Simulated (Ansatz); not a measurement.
Rutile MnF2, treated with PBE+U in Ansatz (PAW).

Numerical settings: plane-wave cutoff 520 eV, 8×8×10 k mesh (along the axes of the cell as run), Fermi–Dirac smearing 0.01 eV, U_eff Mn 3.9 eV, spin-polarised with opposed moments, scalar-relativistic PAW data made under PBE.

Starting structure:

```
MnF2
1.0
    4.87000     0.00000     0.00000
    0.00000     4.87000     0.00000
    0.00000     0.00000     3.31000
Mn F
2 4
Direct
  0.00000   0.00000   0.00000
  0.50000   0.50000   0.50000
  0.30500   0.30500   0.00000
  0.80500   0.19500   0.50000
  0.19500   0.80500   0.50000
  0.69500   0.69500   0.00000
```

Question: Into what structure does the relaxation of cell and atoms lead at this level, with the symmetry of the start kept?

Answer: The volume increases by 6.1 %; final space group P4_2/mnm.
```
MnF2
1.0
    4.98002     0.00000     0.00000
    0.00000     4.98002     0.00000
    0.00000     0.00000     3.35848
Mn F
2 4
Direct
  0.00000   0.00000   0.00000
  0.50000   0.50000   0.50000
  0.30500   0.30500   0.00000
  0.80500   0.19500   0.50000
  0.19500   0.80500   0.50000
  0.69500   0.69500   0.00000
```

Ansatz is an electronic-structure program.
